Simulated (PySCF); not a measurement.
Computed with B3LYP-D3(BJ)/def2-TZVP (PySCF). Gas-phase values, no solvent. B3LYP has the VWN-RPA correlation part, as in Gaussian. 

Reference species (SMILES): `CO` (neutral, multiplicity 1).

The dipole moment is 1.70 D.

Changed species: `O` (whole molecule; the reference has whole molecule).

### Question
Give the shifts of the dipole moment.

### Answer
the dipole moment goes up by 0.36 D, to 2.06 D.
